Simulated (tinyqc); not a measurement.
Inside a calculation. Method: CCSD on RHF in the sto-6g basis, for HF, spin multiplicity 1. One step of it, computed by the program tinyqc.

Task: CCSD: starting amplitudes. t_ij^ab = <ij||ab> / (e_i + e_j - e_a - e_b), whose energy is MP2.

orbital energies (hartree): MO1 -26.251987, MO2 -1.447713, MO3 -0.542910, MO4 -0.471150, MO5 -0.471150, MO6 0.466727

Two-electron integrals over orbitals (pq|rs), unique and non-zero (hartree):
```
(11|11) 5.381810    (21|11) -0.527159   (21|21) 0.083285    (22|11) 1.237019
(22|21) -0.022949   (22|22) 0.866888    (31|11) 0.133262    (31|21) -0.020026
(31|22) 0.009715    (31|31) 0.020724    (32|11) -0.139682   (32|21) 0.007223
(32|22) -0.037629   (32|31) 0.020752    (32|32) 0.148172    (33|11) 0.947173
(33|21) -0.009193   (33|22) 0.728256    (33|31) -0.003810   (33|32) -0.029540
(33|33) 0.720873    (41|41) 0.030372    (42|41) 0.039603    (42|42) 0.186110
(43|41) -0.009072   (43|42) -0.034991   (43|43) 0.040935    (44|11) 1.265981
(44|21) -0.013979   (44|22) 0.889891    (44|31) 0.003395    (44|32) -0.073531
(44|33) 0.717869    (44|44) 0.998085    (51|51) 0.030372    (52|51) 0.039603
(52|52) 0.186110    (53|51) -0.009072   (53|52) -0.034991   (53|53) 0.040935
(54|54) 0.053789    (55|11) 1.265981    (55|21) -0.013979   (55|22) 0.889891
(55|31) 0.003395    (55|32) -0.073531   (55|33) 0.717869    (55|44) 0.890506
(55|55) 0.998085    (61|11) 0.142257    (61|21) -0.023909   (61|22) 0.002311
(61|31) -0.010586   (61|32) -0.024379   (61|33) 0.008655    (61|44) 0.003577
(61|55) 0.003577    (61|61) 0.023654    (62|11) -0.204753   (62|21) 0.005361
(62|22) -0.109285   (62|31) -0.020202   (62|32) -0.063190   (62|33) -0.029298
(62|44) -0.106656   (62|55) -0.106656   (62|61) 0.017387    (62|62) 0.093001
(63|11) -0.389767   (63|21) 0.006125    (63|22) -0.203840   (63|31) 0.001969
(63|32) 0.089729    (63|33) -0.108543   (63|44) -0.221564   (63|55) -0.221564
(63|61) -0.005310   (63|62) 0.047563    (63|63) 0.204771    (64|41) -0.008825
(64|42) -0.035343   (64|43) -0.019083   (64|64) 0.029994    (65|51) -0.008825
(65|52) -0.035343   (65|53) -0.019083   (65|65) 0.029994    (66|11) 0.864999
(66|21) -0.008816   (66|22) 0.660354    (66|31) 0.012924    (66|32) 0.058968
(66|33) 0.663539    (66|44) 0.638013    (66|55) 0.638013    (66|61) -0.008603
(66|62) -0.061690   (66|63) -0.017971   (66|66) 0.699814
```

Give: Starting amplitudes; correlation energy.

Result:

Starting amplitudes (spin orbitals 1a, 1b, ...; amplitudes related by a flip of all spins are not repeated):
```
from      to          t
3a 3b  6a 6b    -0.1014
2a 2b  6a 6b    -0.0243
2a 3b  6a 6b    -0.0163
5a 5b  6a 6b    -0.0160
4a 4b  6a 6b    -0.0160
1a 2b  6a 6b    -0.0006
1a 1b  6a 6b  -4.43e-04
1a 3b  6a 6b   1.92e-04
```

correlation energy = -0.025565 hartree
